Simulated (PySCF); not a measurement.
Species: C2H9P2 (charge +1).
Atom-mapped SMILES: `[CH3:1][PH2+:2][CH2:3][PH2:4]` (hydrogens: H5, H6, H7 on C1; H8, H9 on P2; H10, H11 on C3; H12, H13 on P4)

Computed with PySCF at PBE0/pcSseg-1 and B3LYP/def2-SVPD, non-relativistic, on one gas-phase PBE0-D3(BJ)/def2-SVP geometry that isn't relaxed in the solvent. The solvent is an IEF-PCM continuum (cavity from Bondi-type radii × 1.2). Specific hydrogen bonds and non-electrostatic terms are outside this model.

Gas phase at PBE0/pcSseg-1: HOMO -11.89 eV, LUMO -4.73 eV.

Task: What does the continuum do to the energy and the frontier levels at PBE0/pcSseg-1 in acetonitrile and water?

Result: 
```
     solvent      ε  E(solvent) − E(gas) (kJ/mol)  polarisation term (kJ/mol)  distortion of the solute (kJ/mol)  HOMO (eV)  LUMO (eV)
acetonitrile  35.69                       -252.34                     -259.44                               7.10      -7.92      -0.16
       water  78.36                       -256.55                     -264.04                               7.49      -7.86      -0.09
```

Polarisation term: ½ Σ q·V over the induced surface charges. Distortion: the rise of the solute's own energy as its density leaves the gas-phase optimum. From acetonitrile to water the lowering changes by a factor 1.02, Born's factor 1 − 1/ε by 1.02 and ε itself by 2.2.

Task: Which radius a makes Born's formula ΔE = −(q²/2a)(1 − 1/ε) give the value in water?

Result: a = q²(1 − 1/ε)/(2|ΔE|) = 2.67 Å, with q = +1 e and |ΔE| = 0.0977 Eh; the farthest nucleus lies 3.39 Å from the centroid of the nuclei. The formula assumes a point charge at the centre of a sphere.

Task: Which IAO charges (PBE0/pcSseg-1) respond most in acetonitrile (means over atoms taken as equivalent)?

Result: 
```tsv
atoms	environment	gas (e)	solvent (e)	change
P4	phosphine phosphorus	+0.215	+0.178	-0.037
P2	phosphonium phosphorus	+0.930	+0.955	+0.025
C3	sp3 carbon bound to phosphorus	-0.655	-0.642	+0.013
H8/H9	P–H hydrogen	+0.046	+0.054	+0.008
H12/H13	P–H hydrogen	+0.022	+0.015	-0.007
H5/H6/H7	methyl hydrogen	+0.205	+0.201	-0.004
```

Gas phase at B3LYP/def2-SVPD: HOMO -11.65 eV, LUMO -5.02 eV.

Task: What does the continuum do to the energy and the frontier levels at B3LYP/def2-SVPD in acetonitrile?

Result: 
| solvent | ε | E(solvent) − E(gas) (kJ/mol) | polarisation term (kJ/mol) | distortion of the solute (kJ/mol) | HOMO (eV) | LUMO (eV) |
| --- | --- | --- | --- | --- | --- | --- |
| acetonitrile | 35.69 | -249.68 | -258.36 | 8.68 | -7.66 | -0.46 |

The atom shares or the degeneracy of the LUMO differ from the gas phase in acetonitrile, so that column needn't follow one orbital.

Task: How does the static polarisability (B3LYP/def2-SVPD, frozen core, with the continuum's full static response) change?

Result: 
| medium | isotropic (au) | principal values (au) | ⟨r²⟩ of the electrons (bohr²) |
| --- | --- | --- | --- |
| gas | 70.6 | 58.9, 62.7, 90.3 | 730.7 |
| acetonitrile | 99.3 | 87.4, 92.1, 118.3 | 734.3 |

The isotropic value in acetonitrile is 1.41 times the gas-phase one; no cavity-field correction is applied. ⟨r²⟩ is taken about the centre of nuclear charge.

The values belong to the conformer `[CH3:1][PH2+:2][CH2:3][PH2:4]`: C1–P2–C3–P4 -177°, H–P4–C3–P2 -91°, H–P4–C3–P2 175°.
